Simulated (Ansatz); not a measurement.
A nudged elastic band was laid between two geometries of CH5Al + H (8 atoms, charge 0, multiplicity 2).

These are results of UHF/def2-SVP (Ansatz 0.2.0), not measurements.

```json
{"movable images": "5", "climbing image": "yes", "spring": "5.0 eV/Å²", "optimiser": "quadratic models (default)", "start path": "through a guess of the saddle point", "force threshold": "0.05 eV/Å", "iteration limit": "60", "end points": "relaxed"}
```

Image 0:

```xyz
8
Properties=species:S:1:pos:R:3
Al 0.036 0.003 -0.380
H 0.164 0.003 1.198
H 1.362 -0.004 -1.246
C -1.744 0.003 -1.221
H -2.301 -0.900 -0.948
H -2.344 0.850 -0.870
H -1.704 0.050 -2.312
H 0.095 -0.004 5.084
```

Image 6:

```xyz
8
Properties=species:S:1:pos:R:3
Al 0.171 0.712 -0.809
H -0.250 0.222 2.803
H 1.335 -0.372 -0.680
C -1.679 0.073 -1.107
H -1.964 -0.644 -0.329
H -2.424 0.871 -1.122
H -1.738 -0.460 -2.063
H 0.114 -0.403 2.612
```

Question: What changes between the two ends?

Answer: Bonds broken: Al1–H2. Bonds formed: H2–H8. CH5Al + H becomes CH4Al + H2.

Question: What energy profile does the band end with?

Answer: The forces met the threshold. The highest image is number 3 of 0 to 6, 0.53 eV above the first end and 1.08 eV above the last; the last end lies 0.55 eV below the first. A vibrational analysis at the climbing image gives one clearly imaginary mode, 1797i cm⁻¹: a first-order saddle point.

```tsv
image	path coordinate (Å)	energy (eV)	Al1–H2 (Å)	H2–H8 (Å)
0	0.00	0.00	1.58	3.89
1	1.01	0.00	1.58	3.35
2	2.01	0.04	1.58	2.33
3	3.02	0.53	1.77	1.09
4	4.05	-0.45	2.73	0.75
5	5.09	-0.55	3.55	0.75
6	6.13	-0.55	3.67	0.75
```

Question: What is the geometry of the highest image?

Answer: 
```xyz
8
Properties=species:S:1:pos:R:3
Al -0.008 0.096 0.009
H 0.041 -0.166 1.760
H 1.341 0.453 -0.746
C -1.708 -0.013 -0.982
H -2.497 -0.533 -0.431
H -2.077 0.996 -1.201
H -1.578 -0.514 -1.947
H 0.051 -0.320 2.842
```

Question: What are the harmonic wavenumbers there?

Answer: 1797i, 48, 152, 239, 505, 575, 647, 807, 870, 957, 976, 1334, 1540, 1548, 1983, 3143, 3220, 3250 cm⁻¹.

Time of the run: 56 s on 1 thread of Arm Neoverse V2, with other jobs on the host, peak memory 0.13 GiB.
